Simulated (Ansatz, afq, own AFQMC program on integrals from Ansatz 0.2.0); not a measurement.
AFQMC on a folder of integrals that Ansatz 0.2.0 wrote.

```yaml
crystal:
  periodic: [false, false, false]
  atoms:
    - {symbol: Ge, position_ang: [-0.099537, 0.545786, 3.219697]}
    - {symbol: N, position_ang: [-0.361945, -0.193824, -3.340529]}
    - {symbol: H, position_ang: [0.182400, -0.816917, 3.919743]}
    - {symbol: H, position_ang: [0.279081, 0.464955, -3.798911]}
basis:
  gaussian: {orbitals: cc-pVDZ}
magnetization: {spin_polarized: false, initial_magnetization: 3}
correlation: {method: ccsd_t, electrons: outside_noble_gas, hamiltonian_folder: ham}
```

```sh
$ ansatz run in.yaml --threads 1 --pin off --events-out ev --progress --plain --max-ram 1382MiB
```

afq runs on the folder ham with

```
--method phaseless --trial hf --walkers 120 --populations 1 --least-time 40 --time-step 0.005 --steps-per-block 20 --equilibration-blocks 160 --max-blocks 600 --target-error 0.002400 --factor-cut 1e-05 --start spin_pure --seed 9418 --taylor-order 6
```

Times are imaginary, in 1/Eh. The walk had a cap of 1161 s. Filled inner d shells are frozen with the cores.

```
orbitals 36  electrons 7 4  factors 240 of 551
reference energy -2130.81864036 Eh
CCSD correlation -0.21518786 Eh in 11 cycles, weight of the determinant in the CISD state 0.8910
energy of the start -2130.818680 Eh
 block  time / (1/Eh)  mean weight  energy / Eh
     1     0.100  1.0019  -2130.868122
     2     0.200  1.0025  -2130.909515
     3     0.300  1.0010  -2130.937546
     4     0.400  1.0014  -2130.965043
     5     0.500  1.0007  -2130.971483
     7     0.700  0.9999  -2130.987223
     9     0.900  1.0001  -2130.995452
    15     1.500  1.0016  -2131.027293
    43     4.300  0.9996  -2131.024889
    71     7.100  0.9982  -2131.041916
    99     9.900  1.0005  -2131.070339
   127    12.700  0.9995  -2131.033737
   155    15.500  0.9992  -2131.027676
   183    18.300  0.9991  -2131.020019
   211    21.100  0.9995  -2131.015366
   239    23.900  1.0001  -2131.040221
   267    26.700  1.0010  -2131.020596
   295    29.500  1.0000  -2131.033981
   323    32.300  0.9997  -2131.026174
   351    35.100  0.9988  -2131.028760
   379    37.900  0.9997  -2131.029685
   407    40.700  1.0011  -2131.016326
   421    42.100  1.0019  -2131.072270
   435    43.500  1.0001  -2131.037651
   463    46.300  0.9996  -2131.028109
   491    49.100  1.0009  -2131.021222
   519    51.900  1.0005  -2131.034702
   547    54.700  0.9989  -2131.047624
blocks merged  error / Eh  count
     1  0.000748  400
     2  0.000996  200
     4  0.001276  100
     8  0.001533  50
    16  0.001740  25
    32  0.001491  12
energy -2131.033384 +/- 0.001740 Eh
(rows thinned)
```

(1) Estimate how long the walk took on 1 thread of Arm Neoverse V1, with other jobs on the host.

The run passed its tests (sampling time, drift between the halves within three errors, error under three times the target), which doesn't prove that it has relaxed.

Against this walk (error 47.4 meV) on the same determinant: CCSD(T) 93.8 meV lower (within the noise), CCSDT(Q) 117.2 meV lower, a separate phaseless walk with a CISD trial and standard settings 89.0 ± 48.0 meV lower (within the noise). The error is statistical and leaves out the bias of the constraint.

Cautions: constraint bias not in the error; no relativity below Rb; no spin-orbit coupling; inner d shell frozen; lower spins were not checked.

Answers

(1) 3.6 min of wall time.

CCSDT and higher add their correlation energy to the determinant of the CCSD(T) run, since their own runs factorise the integrals more tightly (a shift of under 2 meV).
